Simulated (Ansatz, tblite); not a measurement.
# GaH2F: charged states by level of theory

The task here is to estimate one member of a computed series from the others.

Program: Ansatz 0.2.0, Gaussian basis. Level of theory: as each input shows. These are calculated values, not measurements.

The runs, in order: charge +1 doublet, at the geometry of the singlet (PBE0-D4/def2-TZVP, PBE-D4/def2-TZVP, r2SCAN-D4/def2-TZVP, CCSD(T)/def2-TZVPP); the starting singlet's energies come from earlier runs.

## The geometry

The singlet was relaxed beforehand with PBE0-D4/def2-TZVP.

4 atoms, charge 0, spin multiplicity 1.

Atoms are counted from 1 here; the program's logs count them from 0.

Bond lengths: Ga1–H2 1.556 Å, Ga1–H3 1.556 Å, Ga1–F4 1.759 Å. Angles: H2–Ga1–H3 132.3°, H2–Ga1–F4 113.8°, H3–Ga1–F4 113.8°.

Set-up of the first run:

The input, in.yaml:

```yaml
crystal:
  periodic: [false, false, false]
  atoms:
    - {symbol: Ga, position_ang: [0.064658, 0.107570, -0.000269]}
    - {symbol: H, position_ang: [1.607926, -0.086837, 0.014588]}
    - {symbol: H, position_ang: [-0.831079, 1.379179, -0.019011]}
    - {symbol: F, position_ang: [-0.841515, -1.399911, 0.004681]}
basis:
  gaussian: {orbitals: def2-TZVP}
total_charge: 1
magnetization: {spin_polarized: true, initial_magnetization: 1}
hamiltonian: {xc: pbe0, dispersion: d4}
output: {orbitals: {seedname: orbitals}}
```

The run is started by

```sh
$ ansatz run in.yaml --threads 4 --pin off --events-out ev --progress --plain --max-ram 3916MiB
```

Steps of the session up to this table: Charge +1 doublet at the fixed geometry, PBE0-D4/def2-TZVP; Charge +1 doublet at the fixed geometry, PBE-D4/def2-TZVP; Charge +1 doublet at the fixed geometry, r2SCAN-D4/def2-TZVP; Charge +1 doublet at the fixed geometry, CCSD(T)/def2-TZVPP.

One of the session's tables, all rows but one given; the rest of the session is left out.

It belongs to the step «Vertical ionisation energy». 

```
             method  vertical ionisation energy (eV)
      HF/def2-TZVPP                            11.32
   PBE-D4/def2-TZVP                            11.17
r2SCAN-D4/def2-TZVP                                ?
  PBE0-D4/def2-TZVP                            11.54
     MP2/def2-TZVPP                            11.95
    CCSD/def2-TZVPP                            11.93
 CCSD(T)/def2-TZVPP                            11.86
```

Estimate the missing values for r2SCAN-D4/def2-TZVP.

As computed: vertical ionisation energy (eV): 11.35. In the column «vertical ionisation energy (eV)» it lies between HF/def2-TZVPP (11.32) and PBE0-D4/def2-TZVP (11.54).
